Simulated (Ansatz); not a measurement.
We consider body-centred tetragonal In, described by PBE-D4 (plane waves, PAW; Ansatz, a quantum-chemistry and plane-wave program).

Run with plane-wave cutoff 500 eV, 32×32×32 k mesh, Fermi–Dirac smearing 0.1 eV, scalar-relativistic PAW data made under PBE.

Computed at the level's own relaxed cell.

**Question.** Estimate the volume per atom, lattice constant a and c axis length that the calculation returns.

**Answer.** 
- volume per atom: 26.09 Å³/atom
- lattice constant a: 3.265 Å
- c axis length: 4.895 Å

Measured, for comparison: lattice constant a 3.252 Å, lattice parameter c 4.947 Å (293 K, not corrected to a static lattice; as tabulated in Wikipedia's data pages). Computed (rounded) less measured: lattice constant a +0.4 %, lattice parameter c -1.1 %. A static lattice is as a rule a little smaller and stiffer than an uncorrected measurement, which narrows the difference in the lattice parameter c and would widen misses of the other sign.

Spin–orbit coupling is not included.

The computed numbers hold no vibrational or temperature effects.

Computing time: about 2.5 core-minutes (a rough figure).
